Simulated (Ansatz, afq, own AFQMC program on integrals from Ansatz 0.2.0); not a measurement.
BNH$_{3}$, quartet: AFQMC among the cluster methods

```yaml
atoms:
  - { symbol: B, position_ang: [-1.2910, 0.0000, 0.0000] }
  - { symbol: H, position_ang: [-1.8877, 1.0336, 0.0000] }
  - { symbol: H, position_ang: [-1.8877, -1.0336, 0.0000] }
  - { symbol: H, position_ang: [0.0850, 0.0000, 0.0000] }
  - { symbol: N, position_ang: [1.2620, 0.0000, 0.0000] }
```

Connectivity, by distances: BH2 ··· N, 1 bridging H.

Basis cc-pVTZ. Only valence electrons are correlated. Ansatz 0.2.0 and our own AFQMC program on the same integrals; the CISD trial comes from CCSD amplitudes, and released means the phaseless constraint is let go. Error bars are statistical, one sigma.

Determinant: UHF, the one that the program's search chose, which needn't be the lowest solution. The geometry is a point of a scan.

No full CI on the walks' own integrals is used here; CCSDT(Q) serves as the reference and is uncertain by about the last step of the cluster series.

Cautions: lower spins were not checked.

```
T1 diagnostic                               : 0.0152
weight of the determinant in the CISD state : 0.896
⟨S²⟩ of the determinant                     : 3.783
size of the correlated space                : 11 electrons in 100 orbitals
```

Reference: CCSDT(Q), correlation energy -7.578 eV. The released energy is read at 2.40 1/Eh (meV from the phaseless value at times in 1/Eh: -7 ± 4 at 0.24, -15 ± 5 at 0.51, -7 ± 3 at 0.99, -9 ± 5 at 1.62, -8 ± 6 at 2.40).

```
         level  E − E(reference) (mEh)  share of correlation (%)
            HF                  278.47                      0.00
           MP2                   47.40                     82.98
          CCSD                    8.90                     96.80
       CCSD(T)                    1.35                     99.51
         CCSDT                    0.26                     99.91
 ph-AFQMC/CISD             0.48 ± 0.17                     99.83
released AFQMC             0.20 ± 0.21                     99.93
```

A walk keeps the symmetry of its determinant, which the program's search chose and which needn't be the lowest solution, so a lower state of the same spin and another symmetry isn't excluded. Released energies are given only where the last usable release times agree within the noise; a slower fall can still hide under it.
